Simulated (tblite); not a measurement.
Species: C4H3OS (doublet state).
Cartesian coordinates in Å at the GFN2-xTB level; atoms count from 1:
```
atom  x, y, z in Å
S1     2.344    0.472   -0.165
C2     0.665    0.044   -0.004
C3    -0.464    0.649   -0.494
C4    -1.559   -0.077    0.044
C5    -0.997   -0.969    0.907
O6     0.329   -0.967    0.837
H7     2.800   -0.749    0.120
H8    -0.505    1.491   -1.155
H9    -2.599    0.112   -0.115
```

All values are computed: GFN2-xTB (tblite) harmonic vibrations without scaling, gas phase. Errors from tens to a few hundred cm⁻¹ against measured bands are possible. Modes of hydrogen on sulfur can be 10 to 20 % off. One conformer, not necessarily the lowest. Open shells enter through the occupations alone, without spin polarisation, and single modes of such species can be off by tens of per cent.

Harmonic wavenumbers (cm⁻¹): 185.4, 203.9, 253.1, 469.2, 532.3, 572.1, 777.3, 808.6, 823.9, 849.8, 904.6, 1020.6, 1045.3, 1136.1, 1169.9, 1237.5, 1371.0, 1508.4, 2414.0, 3180.2, 3203.6.

A = 9431, B = 2225, C = 1806 MHz; mass 98.990 u (most abundant isotopes); point group C1, symmetry number 1; spin multiplicity 2.

Task: What is the zero-point energy?

Result: ½Σν̃ = 11833 cm⁻¹ = 141.56 kJ/mol.

Task: What is S at 350 K and 1 bar for an ideal gas of classical rigid rotors and harmonic oscillators?

Result: Translation 169.50, rotation 113.05, vibration 48.33, spin (R ln 2) 5.76: S = 336.6 J/(mol K).

Task: And Cp and H(350 K) − H(0)?

Result: Cp = 101.53 J/(mol K), of which vibrations give 68.28 (their classical limit is 21 R = 174.6); H(350 K) − H(0) = 22.06 kJ/mol without the zero-point energy, 10.42 from vibrations.

Task: How do the functions run with temperature in this model?

Result: 
```tsv
T (K)	S (J/(mol K))	Cp (J/(mol K))	H − H(0) (kJ/mol)	G − H(0) (kJ/mol)	ln q(vib)
100	251.9	46.2	3.72	-21.47	0.16
200	290.2	67.2	9.37	-48.67	0.83
300	321.8	90.5	17.25	-79.30	1.73
500	377.6	128.3	39.42	-149.40	3.84
800	445.5	159.2	83.10	-273.31	7.11
1000	482.4	171.0	116.20	-366.19	9.17
```

q(vib) and H(0) count from the zero-point level.

Task: What must be added to the electronic energy to get the Gibbs energy at 350 K and 1 bar?

Result: ZPE + [H(350 K) − H(0)] − T·S = 141.56 + 22.06 − 117.82 = 45.80 kJ/mol.

Hindered rotation and anharmonicity are outside this model. Other conformers, if any are populated, would add a mixing term that is left out. The structure is chiral; the term R ln 2 for an equal mix with its mirror image is left out.
